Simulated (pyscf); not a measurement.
Optimised with ωB97X-D3(BJ)/def2-SVP in PySCF.

**Question.** F–MoH(F)(F)=S + hydrogen fluoride (HF) -> F–Mo(F)(F)(F)=S + hydrogen (H₂)
Surface: singlet. Broken: H–Mo, F–H. Formed: F–Mo, H–H. Give ΔE‡ and ΔE from ωB97M-D3(BJ)/def2-TZVP, relative to the separated reactants.

**Answer.** ΔE‡ = 0.87 eV, ΔE = -0.83 eV. Zero-point energy shifts the barrier by 0.00 eV. It is a four-centre exchange, with an imaginary mode of 952i cm⁻¹. This is the saddle that the search found; another between the same sides may lie lower. Elements past Kr carry the def2 core potentials, without spin-orbit coupling.
